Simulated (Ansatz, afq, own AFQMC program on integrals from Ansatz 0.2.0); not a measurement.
Two steps: Ansatz 0.2.0 writes the Fock matrix and Cholesky factors of the valence space, and afq projects on them the lowest state that overlaps trial and start.

```yaml
crystal:
  periodic: [false, false, false]
  atoms:
    - {symbol: As, position_ang: [0.000000, 0.000000, 0.000000]}
basis:
  gaussian: {orbitals: aug-cc-pVDZ}
magnetization: {spin_polarized: true, initial_magnetization: 5}
correlation: {method: ccsd_t, electrons: outside_noble_gas, hamiltonian_folder: ham}
```

```sh
$ ansatz run in.yaml --threads 1 --pin off --events-out ev --progress --plain --max-ram 1382MiB
```

Options of the walk:

```
--method phaseless --trial cisd --walkers 40 --populations 1 --least-time 40 --time-step 0.2 --steps-per-block 5 --equilibration-blocks 10 --max-blocks 100 --target-error 0.00054 --factor-cut 0.001 --start determinant --seed 7599 --taylor-order 6
```

Times are imaginary, in 1/Eh. The walk had a cap of 90 s. Filled inner d shells are frozen with the cores.

```
orbitals 22  electrons 5 0  factors 101 of 239
reference energy -2233.76688548 Eh
CCSD correlation -0.02953710 Eh in 7 cycles, weight of the determinant in the CISD state 0.9744
energy of the start -2233.796423 Eh
 block  time / (1/Eh)  mean weight  energy / Eh
     1     1.000  1.0092  -2233.796484
     2     2.000  0.9872  -2233.796489
     3     3.000  1.0059  -2233.796773
     4     4.000  0.9408  -2233.797128
     5     5.000  1.0090  -2233.796538
    10    10.000  0.9749  -2233.796469
    15    15.000  1.0310  -2233.796487
    20    20.000  1.0371  -2233.796761
    25    25.000  0.9864  -2233.797437
    30    30.000  1.0256  -2233.796684
    35    35.000  0.9435  -2233.796653
    40    40.000  1.0239  -2233.796644
    42    42.000  1.0026  -2233.795839
    45    45.000  0.9609  -2233.796487
    50    50.000  1.0007  -2233.797087
blocks merged  error / Eh  count
     1  0.000037  40
     2  0.000038  20
     4  0.000030  10
energy -2233.796702 +/- 0.000038 Eh
(rows thinned)
```

The run failed at least one of its tests; the cautions name the faults.

Against this walk (error 1.0 meV) on the same determinant: CCSD(T) 1.1 meV higher (within the noise), CCSDT(Q) 1.2 meV lower (within the noise), CCSDTQ 1.3 meV lower (within the noise), full CI 1.3 meV lower (within the noise). The error is statistical and leaves out the bias of the constraint.

A setting was made bad on purpose (time step too long), so the walk's energy isn't to be trusted. Here it did no visible harm: the energy meets the surest value within the noise.

Cautions: constraint bias not in the error; error not settled; no relativity below Rb; no spin-orbit coupling; inner d shell frozen; another spin lies lower (by 12.17 eV); CCSDTQ on the ROHF determinant differs (44 meV higher), by its state or its frozen core; the coarse factor cut changes the integrals a little; the time-step error isn't removed.

CCSDT and higher add their correlation energy to the determinant of the CCSD(T) run, since their own runs factorise the integrals more tightly (a shift of under 2 meV). A walk keeps the symmetry of its determinant, which the program's search chose and which needn't be the lowest solution, so a lower state of the same spin and another symmetry isn't excluded.
